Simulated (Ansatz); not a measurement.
Molecule: CH3S (charge 0, doublet). It need not be the lowest isomer of its formula. 
Geometry from a B3LYP-D3(BJ)/def2-TZVP (Ansatz, a program for electronic structure) optimisation:
```
C
H 1 1.0766
H 1 1.0777 2 121.19
S 1 1.7159 2 121.95 3 -180.00
H 4 1.3430 1 98.20 2 0.00
```
Charge 0, spin multiplicity 2.

Basis-set convergence of Hartree-Fock and CCSD correlation energies (hartree) with Ansatz. Cores are frozen in the correlated levels unless marked. Open shells are spin-unrestricted. No spin-orbit coupling. No relativistic terms.

```
basis        functions       E(HF)  E(corr, CCSD)
-----------  ---------  ----------  -------------
def2-SVPD           71  -436.94705       -0.30421
def2-TZVPPD        139           …              …
```

**Question.** Some entries are withheld; supply them.

**Answer.** 
- def2-TZVPPD, E(HF): -437.12630
- def2-TZVPPD, E(corr, CCSD): -0.36473
